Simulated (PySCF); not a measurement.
Compound: 3-methyl-1-butanethiol, C₅H₁₂S.
Structure used (GFN2-xTB), in Å, numbered top down from 1:
```xyz
18
C5H12S angstrom
C     -0.9067    1.5393   -0.4247
C     -0.7312    0.0671   -0.0603
C     -1.9165   -0.7429   -0.5830
C      0.5742   -0.5048   -0.6279
C      1.8144    0.0975    0.0115
S      3.3529   -0.6355   -0.6494
H     -1.8708    1.9000   -0.0737
H     -0.1320    2.1528    0.0280
H     -0.8660    1.6685   -1.5043
H     -0.7033   -0.0235    1.0319
H     -1.8219   -1.7914   -0.3091
H     -2.8476   -0.3646   -0.1676
H     -1.9712   -0.6741   -1.6673
H      0.5846   -1.5861   -0.4634
H      0.6079   -0.3329   -1.7061
H      1.8166   -0.0392    1.0935
H      1.9083    1.1585   -0.2131
H      3.0994   -1.8824   -0.2562
```

Theory: TDDFT PBE0/def2-SVPD, vertical, gas phase, core orbitals frozen in the response (PySCF).

Each state is given a Gaussian of 0.5 eV full width at half maximum, with ε(max) = 2.175×10⁸ f / Δν̃ (Δν̃ the width in cm⁻¹). The width is an assumption, not a result. The curve ends short of the highest state used, and states not computed would add to its high-energy end.

| λ (nm) | ε (L mol⁻¹ cm⁻¹) |
| --- | --- |
| 169.5 | 588 |
| 171.7 | 962 |
| 173.9 | 1422 |
| 176.0 | 1794 |
| 178.2 | 1978 |
| 180.3 | 1910 |
| 182.5 | 1634 |
| 184.6 | 1287 |
| 186.8 | 970 |
| 189.0 | 802 |
| 191.1 | 822 |
| 193.3 | 1015 |
| 195.4 | 1297 |
| 197.6 | 1595 |
| 199.7 | 1788 |
| 201.9 | 1833 |
| 204.1 | 1710 |
| 206.2 | 1474 |
| 208.4 | 1170 |
| 210.5 | 888 |
| 212.7 | 647 |
| 214.8 | 488 |
| 217.0 | 393 |
| 219.2 | 355 |
| 221.3 | 349 |
| 223.5 | 355 |
| 225.6 | 356 |
| 227.8 | 345 |
| 229.9 | 320 |
| 232.1 | 281 |
| 234.3 | 235 |
| 236.4 | 189 |
| 238.6 | 143 |
| 240.7 | 106 |
| 242.9 | 74 |
| 245.0 | 50 |
| 247.2 | 32 |
| 249.4 | 20 |
| 251.5 | 12 |
| 253.7 | 7 |
| 255.8 | 4 |
| 258.0 | 2 |
| 260.1 | 1 |
| 262.3 | 1 |

(1) Locate the maxima and give the states behind the curve.

(2) On this curve, what absorbance would a 10⁻⁴ mol/L sample give at 222 nm over a 1 cm path?

(3) Coming from long wavelengths, where does ε first pass 100 L mol⁻¹ cm⁻¹?

Answers

(1) 225 nm (5.51 eV), ε about 360, made up of S1 (95%) (hardly more than a shoulder); 201 nm (6.16 eV), ε about 1800, made up of S2 (100%); 179 nm (6.94 eV), ε about 2000, made up of S3 (33%), S4 (17%) and S5 (50%) (ε in L mol⁻¹ cm⁻¹; maxima over ε = 5, shares over 10%). The states used: S1 5.48 eV (f 0.0064); S2 6.16 eV (f 0.034); S3 6.84 eV (f 0.014); S4 6.91 eV (f 0.0063); S5 7.02 eV (f 0.020); S6 7.81 eV (f 0.0061); S7 7.86 eV (f 0.0096); S8 7.91 eV (f 0.025).

(2) 222 nm is 5.585 eV, where ε is about 350 L mol⁻¹ cm⁻¹, so A = ε c l ≈ 0.035 (Beer–Lambert, with the gas-phase spectrum and the assumed width).

(3) At about 241 nm (5.14 eV), 0.33 eV below S1.

One conformer stands for the species.
